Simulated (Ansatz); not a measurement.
A made-up structure of CHOS (charge +1), closed shell:

```
4
angstrom
O -0.6864 0.2128 -0.5146
C 0.1757 -0.3178 0.1788
S -2.2630 0.0273 -1.1503
H -0.6544 1.1819 -0.6657
```

It is relaxed with PBE-D4/def2-SVP and then PBE0-D4/def2-TZVP (Ansatz 0.2.0). Atoms count as bonded within 1.22 times the sum of their covalent radii (H–H: 0.88 Å). The end point is not checked to be a true minimum.

Question: Does its bonding change? (Judge from chemistry; the calculation decides.)

Answer: By the calculation: Yes. Formed: S3–H4; broken: O1–H4.

Where it ends: The first stage lowers the energy by 4.62 eV in 14 steps. It ends as CHOS ([C][O][SH]), total charge +1:
O1  (-0.427, -0.137, -0.248)
C2  (0.472, -0.612, 0.295)
S3  (-1.923, 0.276, -1.091)
H4  (-1.551, 1.578, -1.108)
(Å)

Labels in which every atom is bracketed show which atoms are joined, not bond orders.

For scale, one of the runs: PBE0-D4/def2-TZVP relaxation, 105 basis functions, launched by `ansatz run in.yaml --threads 2 --pin off --events-out ev --progress --plain --max-ram 4352MiB`. Hardware: 2 CPU threads of an Arm Neoverse V2, shared host. Wall time about 8 s.
